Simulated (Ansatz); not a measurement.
# C2H6FNO: the cost of one run

Method: RKS PBE0-D4/def2-SVP, in Ansatz 0.2.0.

## 1. Starting point

Bond lengths: N1–C2 1.387 Å, C2–O3 1.406 Å, O3–C4 1.506 Å, C4–F5 1.314 Å, N1–H6 1.055 Å, N1–H7 0.992 Å, C2–H8 1.125 Å, C2–H9 1.137 Å, C4–H10 1.134 Å, C4–H11 1.084 Å. Angles (14 of 16 angles, heavy atoms first): N1–C2–O3 105.9°, C2–O3–C4 107.4°, O3–C4–F5 108.0°, N1–C2–H8 109.6°, N1–C2–H9 111.2°, O3–C2–H8 112.3°, O3–C2–H9 109.9°, C2–N1–H6 109.0°, C2–N1–H7 110.5°, O3–C4–H10 104.2°, O3–C4–H11 109.2°, F5–C4–H10 111.1°, F5–C4–H11 116.7°, H8–C2–H9 107.9°.

Structure file:

```xyz
11

N    -1.1788    0.8851   -1.2527
C    -0.0416    0.5637   -0.5274
O    -0.3978   -0.5291    0.2832
C     0.8022   -0.8745    1.1248
F     1.7811   -1.2117    0.3157
H    -1.9718    1.0746   -0.5829
H    -1.4804    0.1061   -1.7876
H     0.7997    0.3168   -1.2327
H     0.2922    1.4357    0.1217
H     0.4618   -1.7617    1.7445
H     0.9988   -0.0619    1.8141
```

## 2. End point A

Input file input.yaml:

```yaml
crystal:
  periodic: [false, false, false]
  atoms:
    - { symbol: "N", position_ang: [-1.1788, 0.8851, -1.2527] }
    - { symbol: C, position_ang: [-0.0416, 0.5637, -0.5274] }
    - { symbol: O, position_ang: [-0.3978, -0.5291, 0.2832] }
    - { symbol: C, position_ang: [0.8022, -0.8745, 1.1248] }
    - { symbol: F, position_ang: [1.7811, -1.2117, 0.3157] }
    - { symbol: H, position_ang: [-1.9718, 1.0746, -0.5829] }
    - { symbol: H, position_ang: [-1.4804, 0.1061, -1.7876] }
    - { symbol: H, position_ang: [0.7997, 0.3168, -1.2327] }
    - { symbol: H, position_ang: [0.2922, 1.4357, 0.1217] }
    - { symbol: H, position_ang: [0.4618, -1.7617, 1.7445] }
    - { symbol: H, position_ang: [0.9988, -0.0619, 1.8141] }
basis:
  gaussian: { orbitals: def2-SVP }
hamiltonian:
  xc: pbe0
  dispersion: d4
relax:
  f_tol: 0.02
  max_steps: 50
```

On the command line:

```
ansatz run input.yaml --threads 2 --pin off --max-ram 3072MiB --backend cpu --events-out ev --progress --plain --runs-dir out
```

Q: Estimate wall time and peak memory on 2 threads of Intel Xeon Platinum 8488C (Sapphire Rapids), shared host.

About 12 s, with a peak of 0.22 GiB.
